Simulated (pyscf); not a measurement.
Single points on ωB97X-D3(BJ)/def2-SVP structures (PySCF, gas phase). MP2 and CC: frozen core, UHF for open shells. ΔMP2 is the change of the MP2 total energy from the triple- to the quadruple-zeta basis.

Q: PBE/def2-TZVP puts the barrier of O=AlH + NH₃ → H₂N–AlH–OH (addition across a multiple bond or ene-type step; singlet surface; H–N broken, Al–N, H–O formed) at -25.7 kcal/mol and the reaction energy at -69.8 kcal/mol, from the separated reactants. What do B3LYP-D3(BJ)/def2-TZVP, PBE0-D3(BJ)/def2-TZVP, CCSD(T)/def2-TZVPP + ΔMP2(QZVPP) give on the same structures?

A: B3LYP-D3(BJ): ΔE‡ = -24.7 kcal/mol, ΔE = -75.4 kcal/mol; PBE0-D3(BJ): ΔE‡ = -28.5 kcal/mol, ΔE = -78.4 kcal/mol; CCSD(T): ΔE‡ = -23.1 kcal/mol, ΔE = -76.6 kcal/mol. PBE's barrier lies among them. Its reaction energy lies over all of them, by 5.7 to 8.7 kcal/mol. On the reactant side the descent ends in an adduct with a Al–N contact, 32.7 kcal/mol under the separated species and 5.5 kcal/mol under the saddle at ωB97X-D3(BJ)/def2-TZVP. At PBE, B3LYP-D3(BJ), PBE0-D3(BJ), CCSD(T) the saddle lies under the separated reactants, which points to a path from their complex (located at ωB97X-D3(BJ) alone). What is counted as formed (Al–N) is already present as a longer contact in the reactant adduct; forming that adduct is a step of its own. At ωB97X-D3(BJ) the barrier from the zero used here is -27.2 kcal/mol. O=AlH lies 43.9 kcal/mol over its isomer HO–Al [singlet] (electronic energy, ωB97M-D3(BJ)). This is the saddle that the search found; another between the same sides may lie lower. The CCSD(T) − MP2 part came from Ansatz, without density fitting, on the same reference. The largest closed-shell T1 diagnostic is 0.031, which may signal static correlation.
